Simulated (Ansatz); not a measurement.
**Two structures, one formula**

The two ends of one reaction step of CH$_{6}$AlF, closed shell (PBE0-D4/def2-TZVP).

A:

```csv
atom,x (Å),y (Å),z (Å)
Al1,-0.9957,-1.1323,0.1682
F2,-2.2047,-0.2939,-0.5953
H3,-0.0875,-2.0582,-0.7284
H4,-1.0234,-1.1382,1.7459
H5,-0.1102,0.9819,-0.6292
C6,0.8593,0.9127,-0.1245
H7,1.1255,1.9174,0.2025
H8,0.8324,0.2868,0.7757
H9,1.6043,0.5237,-0.8149
```

B:

Al1  (-0.358, -0.933, 0.311)
F2  (-1.664, 0.143, -0.989)
H3  (-0.115, -2.217, -0.596)
H4  (-1.308, -1.031, 1.583)
H5  (-1.157, 0.912, -1.129)
C6  (0.930, 0.559, 0.205)
H7  (0.545, 1.507, 0.600)
H8  (1.806, 0.322, 0.819)
H9  (1.320, 0.738, -0.804)
(Å)

Ansatz 0.2.0; basis: def2-TZVPP; cores frozen in the correlated methods. B3LYP uses VWN-RPA correlation.

Problem. Which structure is lower at CCSD(T), and by how much? (To be estimated.)

Solution. Computed: A, by 1.756 eV (electronic energy, against the other). By their contacts, A is a complex of AlH₂F ([F][AlH2]) + CH₄ and B is CH₆AlF ([CH3][AlH2][FH]).

All methods give the same order:

| method | E(B) − E(A) (eV) |
| --- | --- |
| SPW92 | 1.598 |
| PBE-D4 | 1.699 |
| BLYP-D4 | 1.832 |
| r2SCAN-D4 | 1.770 |
| B97M-V | 1.787 |
| PBE0-D4 | 1.704 |
| B3LYP-D4 | 1.828 |
| r2SCAN0-D4 | 1.761 |
| BHLYP-D4 | 1.852 |
| CAM-B3LYP-D4 | 1.822 |
| wB97X-V | 1.771 |
| wB97M-V | 1.746 |
| B2PLYP | 1.828 |
| PBE-QIDH | 1.738 |
| RPA on PBE | 1.745 |
| HF | 1.927 |
| MP2 | 1.777 |
| CCSD | 1.780 |
| CCSD(T) | 1.756 |

No T1 diagnostic of these runs exceeds 0.011.

Labels in which every atom is bracketed show which atoms are joined, not bond orders.

For scale, one of the runs: CCSD(T)/def2-TZVPP, 188 basis functions (an equivalent command: `ansatz run in.yaml --threads 2`). The run took 24 s on 2 CPU threads (shared host), with 2.1 GiB of host memory at its peak.
